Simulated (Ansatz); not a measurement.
# H₃O+ with CH₃F: superposition error and deformation

One table from this session's results is given with a row withheld; the runs are named, their logs left out.

Program: Ansatz 0.2.0, Gaussian basis. Level of theory: PBE0-D4 structures, single points in def2-TZVPPD. These are calculated values, not measurements.

Levels: PBE-D4, revPBE-D4, BLYP-D4, r2SCAN-D4, B97M-V, PBE0-D4, B3LYP-D4, HSE06-D4, wB97X-V, wB97M-V, B2PLYP, Hartree-Fock, MP2, CCSD, CCSD(T).

Cores are frozen in the correlated methods. B3LYP uses VWN-RPA correlation. B2PLYP carries no dispersion term here.

24 further runs of the same task are left out: 1 that didn't finish, 23 set aside as unsound or not needed.

### The starting structure

The relaxed pair: 9 atoms, charge 1, spin multiplicity 1.

Atoms are counted from 1 here; the program's logs count them from 0.

Bond lengths: O1–H2 0.971 Å, O1–H3 0.971 Å, O1–H4 1.063 Å, C5–F6 1.447 Å, C5–H7 1.086 Å, C5–H8 1.087 Å, C5–H9 1.087 Å. Angles: H2–O1–H3 110.8°, H2–O1–H4 113.9°, H3–O1–H4 113.9°, F6–C5–H7 105.0°, F6–C5–H8 106.9°, F6–C5–H9 106.9°, H7–C5–H8 112.3°, H7–C5–H9 112.3°, H8–C5–H9 112.9°.

As a file:

```
O    -0.15286    0.23919   -1.86568
H    -0.82030   -0.26927   -2.35510
H     0.65115    0.35460   -2.39839
H     0.03026   -0.12422   -0.88377
C     0.03828    0.01148    1.59207
F     0.28338   -0.63041    0.31879
H     0.39774   -0.69299    2.33581
H    -1.03408    0.17350    1.66235
H     0.60643    0.93801    1.59383
```

Atoms 1 to 4 are fragment A (H₃O+), the rest fragment B (CH₃F). From earlier runs, pair energy (eV) and counterpoise interaction (kJ/mol):

| method | E(pair) | interaction |
| --- | --- | --- |
| PBE-D4 | -5887.15109 | -126.27 |
| revPBE-D4 | -5891.84689 | -118.51 |
| BLYP-D4 | -5892.38242 | -122.56 |
| r2SCAN-D4 | -5890.61359 | -128.43 |
| B97M-V | -5891.73259 | -123.56 |
| PBE0-D4 | -5887.37169 | -128.77 |
| B3LYP-D4 | -5893.86045 | -126.95 |
| HSE06-D4 | -5887.09258 | -128.67 |
| wB97X-V | -5891.49650 | -125.26 |
| wB97M-V | -5891.17108 | -124.59 |
| B2PLYP | -5889.65724 | -124.02 |
| MP2 | -5882.49351 | -121.24 |
| CCSD(T) | -5883.72565 | -120.51 |

First each fragment is run alone in its own basis, frozen in the shape it has in the pair (a, b).

The first run:

Contents of a/in.yaml:

```yaml
crystal:
  periodic: [false, false, false]
  atoms:
    - {symbol: O, position_ang: [-0.152859, 0.239188, -1.865679]}
    - {symbol: H, position_ang: [-0.820302, -0.269269, -2.355101]}
    - {symbol: H, position_ang: [0.651151, 0.354599, -2.398388]}
    - {symbol: H, position_ang: [0.030263, -0.124217, -0.883766]}
basis:
  gaussian: {orbitals: "def2-TZVPPD.json"}
total_charge: 1
correlation: {method: ccsd_t}
```

Contents of b/in.yaml:

```yaml
crystal:
  periodic: [false, false, false]
  atoms:
    - {symbol: C, position_ang: [0.038278, 0.011483, 1.592065]}
    - {symbol: F, position_ang: [0.283384, -0.630409, 0.318786]}
    - {symbol: H, position_ang: [0.397743, -0.692992, 2.335806]}
    - {symbol: H, position_ang: [-1.034085, 0.173505, 1.662352]}
    - {symbol: H, position_ang: [0.606428, 0.938009, 1.593826]}
basis:
  gaussian: {orbitals: "def2-TZVPPD.json"}
correlation: {method: ccsd_t}
```

The basis file named in the input lies beside it (Basis Set Exchange, JSON).

No record of the launch command was kept for these runs.

Among the steps run: CCSD(T)/def2-TZVPPD; Relaxing H₃O+ alone; Relaxing CH₃F alone.

One table of the session follows, with a row left open; its other results are not shown here.

```
      method  interaction with counterpoise (kJ/mol)
      PBE-D4                                 -126.27
   revPBE-D4                                 -118.51
     BLYP-D4                                 -122.56
   r2SCAN-D4                                 -128.43
      B97M-V                                 -123.56
     PBE0-D4                                 -128.77
    B3LYP-D4                                 -126.95
    HSE06-D4                                 -128.67
     wB97X-V                                 -125.26
     wB97M-V                                 -124.59
      B2PLYP                                 -124.02
Hartree-Fock                                       ?
         MP2                                 -121.24
        CCSD                                 -119.63
     CCSD(T)                                 -120.51
```

Q: Estimate the row for Hartree-Fock from the others.

As computed: interaction with counterpoise (kJ/mol): -118.29. In the column «interaction with counterpoise (kJ/mol)» it is the highest.
